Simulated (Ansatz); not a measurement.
C4H4F2 (`F[C@@H]1C=C[C@H]1F`) at its PBE0-D4/def2-TZVP geometry, where that method's forces vanish. Total charge 0; spin multiplicity 1.

```xyz
10

F     2.0356    0.1642    0.5117
C     0.8963    0.1681   -0.2571
C    -0.1821    1.1379    0.1280
C    -1.1205    0.1936    0.2270
C    -0.1464   -0.9346    0.0527
F    -0.4045   -1.8315   -0.9563
H     1.1926    0.1823   -1.3089
H    -0.1734    2.2122    0.2598
H    -2.1912    0.2049    0.3847
H     0.0937   -1.4972    0.9583
```

(1) What forces (eV/Å) does r2SCAN-D4/def2-TZVPP give on these atoms in Ansatz? (Estimate.)

## Answers

(1) Computed: 
```
F1   0.322  0.007  0.214
C2  -0.097  0.067 -0.275
C3   0.066  0.240  0.012
C4  -0.238 -0.064  0.035
C5   0.011  0.020  0.298
F6  -0.080 -0.254 -0.280
H7   0.007 -0.009 -0.016
H8   0.006  0.007  0.011
H9  -0.010 -0.003 -0.010
H10  0.012 -0.011  0.010
```
